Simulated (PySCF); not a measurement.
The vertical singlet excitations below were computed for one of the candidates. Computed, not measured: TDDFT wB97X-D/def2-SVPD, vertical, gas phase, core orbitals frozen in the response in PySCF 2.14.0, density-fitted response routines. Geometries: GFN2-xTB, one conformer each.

```json
{"state": "S1", "E (eV)": "3.34", "f": "0.0010", "main configurations (H = HOMO, L = LUMO)": "H→L (92%)"}
{"state": "S2", "E (eV)": "4.52", "f": "0.0009", "main configurations (H = HOMO, L = LUMO)": "H-1→L (88%)"}
{"state": "S3", "E (eV)": "6.36", "f": "0.124", "main configurations (H = HOMO, L = LUMO)": "H-2→L (97%)"}
{"state": "S4", "E (eV)": "7.30", "f": "0.0001", "main configurations (H = HOMO, L = LUMO)": "H→L+2 (89%)"}
{"state": "S5", "E (eV)": "7.68", "f": "0.0097", "main configurations (H = HOMO, L = LUMO)": "H→L+1 (82%)"}
{"state": "S6", "E (eV)": "7.75", "f": "0.0000", "main configurations (H = HOMO, L = LUMO)": "H-5→L (89%)"}
{"state": "S7", "E (eV)": "8.14", "f": "0.0000", "main configurations (H = HOMO, L = LUMO)": "H-3→L (84%)"}
{"state": "S8", "E (eV)": "8.44", "f": "0.040", "main configurations (H = HOMO, L = LUMO)": "H→L+4 (69%), H-1→L+1 (13%)"}
```

Problem. Which candidate is it? All have the formula C3H5NO.
A. `COC1=NC1`
B. `C=NC(C)=O`
C. `C(/C(C)=N\[H])=O`

Solution. C. Its S1, at 3.34 eV, is the lowest among the candidates; the nearest of the others has S1 at 4.61 eV. S1 is HOMO→LUMO (92%). Löwdin shares by element: HOMO nitrogen 35%, carbon 25% or more, oxygen 22% (atoms not listed hold the other 18%); LUMO carbon 46% or more, oxygen 25%, nitrogen 20%. At the same level the other candidates give, for their lowest levels:
- `C=NC(C)=O`: 4.61 eV (f 0.001); 5.30 eV (f 0.006); 6.08 eV (f 0.006); 7.16 eV (f 0.105); 7.68 eV (f 0.049); T1 4.07 eV; HOMO -9.34, LUMO 0.68 eV
- `COC1=NC1`: 6.38 eV (f 0.000); 7.42 eV (f 0.048); 7.50 eV (f 0.003); 7.86 eV (f 0.092); 8.36 eV (f 0.037); T1 5.21 eV; HOMO -9.59, LUMO 2.26 eV

The values belong to the conformer `[H]/[N:3]=[C:2](/[CH3:1])[CH:4]=[O:5]`: C1–C2–C4–O5 180°.
Triplets come from the Tamm–Dancoff approximation.
